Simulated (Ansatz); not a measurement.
How far each method lies from full CI for CH₂, triplet

Geometry: displaced at random from a stationary point.

```
atom    x (Å)    y (Å)    z (Å)
   C  -0.0033  -0.0615   0.0047
   H  -0.0042   0.3368  -1.0026
   H   0.0438   0.3961   0.9471
```

Basis cc-pVDZ; Ansatz 0.2.0. Correlated methods freeze the noble-gas cores, which leaves 6 electrons in 23 orbitals. Prefix R: restricted or restricted open-shell reference; prefix U: unrestricted. Active spaces: valence = (6e, 6o) chosen from the atoms' valence shells.

Full CI is exact within this basis and frozen core; it isn't the basis-set limit. The frozen core follows each run's orbitals, which can shift R against U totals by a few meV.

For open shells CISD is restricted-active-space CI with the open shells as a complete middle space.

The UHF ⟨S²⟩ is 2.015 and the T1 diagnostic (RCCSD) is 0.0195. The largest doubles amplitude (RCCSD) is 0.035 and the T1 diagnostic (UCCSD) is 0.0087.

```tsv
level	E − E(RHF) (eV)
UHF	-0.1410
RMP2	-2.6424
UMP2	-2.6563
RCCSD	-3.1973
UCCSD	-3.1994
RCCSD(T)	-3.2445
UCCSD(T)	-3.2455
```

Problem. Estimate how far full CI in cc-pVDZ lies from RCCSD(T). The table doesn't fix it; the size of (T) and the diagnostics are the guide.

Solution. Full CI in cc-pVDZ lies 1.1 kJ/mol below RCCSD(T), which is 25 % of the (T) step (-4.6 kJ/mol). The diagnostics give no warning, yet the rest is a sizeable part of (T).

The other levels:

```tsv
level	E − E(full CI) (kJ/mol)	share of correlation (%)	wall time
CISD	12.3	96.08	0.36 s
BCCD(T)	1.2	99.63	0.39 s
RCCSDT	0.2	99.94	–
UCCSDT	0.1	99.97	–
RCCSDT(Q)	0.0	100.00	2.2 s
UCCSDT(Q)	-0.1	100.03	2 s
RCCSDTQ	0.0	100.01	12 s
CASSCF (valence space)	215.5	31.40	–
NEVPT2 (valence space)	49.5	84.25	0.21 s
MRCISD (valence space)	7.1	97.73	–
MRCISD+Q (valence space)	0.4	99.87	0.51 s
```

The correlation energy at full CI, counted from RHF, is -3.256 eV. That run took 3.4 s on 1 thread of Arm Neoverse V1, shared host over 1,563,320 determinants.

Times hold each run's SCF and search for its determinant on a shared host, so for small cases they say little of a method's own cost; they ran on 1 thread of Arm Neoverse V1. Some runs computed forces too.

The full-CI state has the irrep A'' of Cs, in the program's axes.

Natural occupations of full CI about the gap: 1.964 1.959 0.992 0.991 0.025 0.020 0.008 0.007 0.007 0.006; effectively unpaired electrons, Σ n²(2−n)², 2.02.
